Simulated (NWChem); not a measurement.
Program: NWChem. System: Na, charge 0, spin multiplicity 2. Its SCF solution wasn't tested for a lower state. Level: ROCCSD(T)/def2-TZVPD, 1 core orbitals frozen.

Input file:

```
start mol
memory heap 100 mb stack 700 mb global 1900 mb
geometry units angstroms nocenter noautoz
  Na     0.000000     0.000000     0.000000
  symmetry group D2h
end
basis spherical
  * library def2-tzvpd
end
scf
  rohf
  nopen 1
  maxiter 100
  thresh 1e-7
  semidirect memsize 60000000 filesize 0
  # guess.movecs holds the orbitals of an unrestricted PBE0 run
  vectors input guess.movecs output mol.movecs
end
tce
  freeze core 1
  ccsd(t)
  2eorb
  2emet 13
  thresh 1e-6
  maxiter 100
  tilesize 24
end
task tce energy
```

Part of the output:

```
             Northwest Computational Chemistry Package (NWChem) 7.3.0
             --------------------------------------------------------

                                NWChem Input Module
                                -------------------

 Scaling coordinates for geometry "geometry" by  1.889725989
 (inverse scale =  0.529177249)

                             Geometry "geometry" -> ""
                             -------------------------

 Output coordinates in angstroms (scale by  1.889725989 to convert to a.u.)

  No.       Tag          Charge          X              Y              Z
 ---- ---------------- ---------- -------------- -------------- --------------
    1 Na                  11.0000     0.00000000     0.00000000     0.00000000

 Effective nuclear repulsion energy (a.u.)       0.0000000000

            Nuclear Dipole moment (a.u.)
            ----------------------------
        X                 Y               Z
 ---------------- ---------------- ----------------
     0.0000000000     0.0000000000     0.0000000000

      Symmetry information
      --------------------

 Group name             D2h
 Group number             26
 Group order               8
 No. of unique centers     1

      Symmetry unique atoms

     1


 Summary of "ao basis" -> "" (spherical)
 ------------------------------------------------------------------------------
       Tag                 Description            Shells   Functions and Types
 ---------------- ------------------------------  ------  ---------------------
 *                         def2-tzvpd                 on all atoms

 Summary of "ao basis" -> "ao basis" (spherical)
 ------------------------------------------------------------------------------
       Tag                 Description            Shells   Functions and Types
 ---------------- ------------------------------  ------  ---------------------
 Na                        def2-tzvpd               13       35   5s5p3d

                                 NWChem SCF Module
                                 -----------------

  ao basis        = "ao basis"
  functions       =    35
  atoms           =     1
  closed shells   =     5
  open shells     =     1
  charge          =   0.00
  wavefunction    = ROHF
  use symmetry    = T
  symmetry adapt  = T

 Summary of "ao basis" -> "ao basis" (spherical)
 ------------------------------------------------------------------------------
       Tag                 Description            Shells   Functions and Types
 ---------------- ------------------------------  ------  ---------------------
 Na                        def2-tzvpd               13       35   5s5p3d

      Symmetry analysis of basis
      --------------------------

        ag         11
        au          0
        b1g         3
        b1u         5
        b2g         3
        b2u         5
        b3g         3
        b3u         5

 Forming initial guess at       0.0s

      Symmetry analysis of molecular orbitals - initial
      -------------------------------------------------

  Numbering of irreducible representations:

     1 ag          2 au          3 b1g         4 b1u         5 b2g
     6 b2u         7 b3g         8 b3u

  Orbital symmetries:

     1 ag          2 ag          3 b3u         4 b2u         5 b1u
     6 ag          7 b1u         8 b2u         9 b3u        10 b1u
    11 b3u        12 b2u        13 ag         14 ag         15 b2g
    16 b3g

 Starting SCF solution at       0.0s

 ----------------------------------------------
[...]
   Bfn.  Coefficient  Atom+Function         Bfn.  Coefficient  Atom+Function
  ----- ------------  ---------------      ----- ------------  ---------------
    19      1.098569  1 Na py                13     -0.179867  1 Na py

 Vector    9  Occ=0.000000D+00  E= 2.036562D-02  Symmetry=b3u
              MO Center= -3.6D-19,  6.1D-30, -4.4D-30, r^2= 3.4D+01
   Bfn.  Coefficient  Atom+Function         Bfn.  Coefficient  Atom+Function
  ----- ------------  ---------------      ----- ------------  ---------------
    18      1.098569  1 Na px                12     -0.179867  1 Na px

 center of mass
 --------------
 x =   0.00000000 y =   0.00000000 z =   0.00000000

 moments of inertia (a.u.)
 ------------------
           0.000000000000           0.000000000000           0.000000000000
           0.000000000000           0.000000000000           0.000000000000
           0.000000000000           0.000000000000           0.000000000000

  Mulliken analysis of the total density
  --------------------------------------

    Atom       Charge   Shell Charges
 -----------   ------   -------------------------------------------------------
    1 Na  11    11.00   2.00  0.67  1.32  0.74  0.27  5.07  0.92 -0.00  0.01  0.00  0.00  0.00  0.00

 Mulliken analysis of the open-shell density
 -------------------------------------------

    Atom       Charge   Shell Charges
 -----------   ------   -------------------------------------------------------
    1 Na  11     1.00   0.00  0.01 -0.01  0.74  0.27  0.00  0.00  0.00 -0.00 -0.00  0.00  0.00  0.00

       Multipole analysis of the density wrt the origin
       ------------------------------------------------

     L   x y z        total         open         nuclear
     -   - - -        -----         ----         -------
     0   0 0 0     -0.000000     -1.000000     11.000000

     1   1 0 0     -0.000000      0.000000      0.000000
     1   0 1 0      0.000000     -0.000000      0.000000
     1   0 0 1      0.000000      0.000000      0.000000

     2   2 0 0     -9.090681     -6.936185      0.000000
     2   1 1 0      0.000000     -0.000000      0.000000
     2   1 0 1      0.000000      0.000000      0.000000
     2   0 2 0     -9.090681     -6.936185      0.000000
     2   0 1 1      0.000000      0.000000      0.000000
     2   0 0 2     -9.090681     -6.936185      0.000000

                   NWChem Extensible Many-Electron Theory Module
                   ---------------------------------------------


            General Information
            -------------------
      Number of processors :     1
         Wavefunction type : Restricted open-shell Hartree-Fock
          No. of electrons :    11
           Alpha electrons :     6
            Beta electrons :     5
           No. of orbitals :    70
            Alpha orbitals :    35
             Beta orbitals :    35
        Alpha frozen cores :     1
         Beta frozen cores :     1
     Alpha frozen virtuals :     0
      Beta frozen virtuals :     0
         Spin multiplicity : doublet
    Number of AO functions :    35
       Number of AO shells :    13
        Use of symmetry is : on
      Symmetry adaption is : on
         Schwarz screening : 0.10D-09

          Correlation Information
          -----------------------
          Calculation type : Coupled-cluster singles & doubles w/ perturbation
   Perturbative correction : (T)
            Max iterations :      100
        Residual threshold : 0.10D-05
     T(0) DIIS level shift : 0.00D+00
     L(0) DIIS level shift : 0.00D+00
     T(1) DIIS level shift : 0.00D+00
     L(1) DIIS level shift : 0.00D+00
     T(R) DIIS level shift : 0.00D+00
     T(I) DIIS level shift : 0.00D+00
   CC-T/L Amplitude update :  5-th order DIIS
                I/O scheme : Global Array Library
        L-threshold :  0.10D-05
        EOM-threshold :  0.10D-05
 no EOMCCSD initial starts read in
 TCE RESTART OPTIONS
 SLICE:      F
 D4D5:       F
 quantumc:   F
 qrotation:  F
 pwtce:      F
 qducc:      F
 nacto:                         0
 nrotv:                         0
 nrot:                          0

            Memory Information
            ------------------
          Available GA space size is     249034350 doubles
          Available MA space size is     104855332 doubles

 Maximum block size supplied by input
 Maximum block size        24 doubles

 tile_dim =      8

 -------------------------------------------------

 Global array virtual files algorithm will be used

 Parallel file system coherency ......... OK

 4-electron integrals stored in orbital form

 v2    file size   =            38183
 4-index algorithm nr.  13 is used
 imaxsize =       30
 imaxsize ichop =        0


CCSD iterations
 ---------------------------------------------------------
 Iter          Residuum       Correlation     Cpu    Wall
 ---------------------------------------------------------
    1   0.0795590247364  -0.1639054976697     0.4     0.4
    2   0.0126575723451  -0.1683096105544     0.3     0.3
    3   0.0027834452738  -0.1689782160325     0.4     0.4
    4   0.0007257218479  -0.1690898779635     0.4     0.4
    5   0.0002019290463  -0.1691205931337     0.4     0.4
    6   0.0000365922236  -0.1691299856157     0.4     0.4
    7   0.0000107215811  -0.1691307886333     0.3     0.3
    8   0.0000032961256  -0.1691308335657     0.3     0.3
    9   0.0000011935111  -0.1691308791889     0.4     0.4
   10   0.0000004126656  -0.1691308955134     0.3     0.3
 -----------------------------------------------------------------
 Iterations converged
 CCSD correlation energy / hartree =        -0.169130895513450
 CCSD total energy / hartree       =      -162.020944597227555

 Singles contributions

 Doubles contributions
 CCSD(T)
 Using plain CCSD(T) code
             total no. of tasks         4008
 total no. of tasks / no. procs         4008
                         wl_min            1           1.0
                         wl_max          512           2.8
        thresh for no. of tasks         4008

 CCSD[T]  correction energy / hartree =        -0.002422705674750
 CCSD[T] correlation energy / hartree =        -0.171553601188200
 CCSD[T] total energy / hartree       =      -162.023367302902301
 CCSD(T)  correction energy / hartree =        -0.002144294403804
 CCSD(T) correlation energy / hartree =        -0.171275189917254
 CCSD(T) total energy / hartree       =      -162.023088891631346

 Task  times  cpu:        4.5s     wall:        4.5s

 Total times  cpu:        4.5s     wall:        4.5s
```
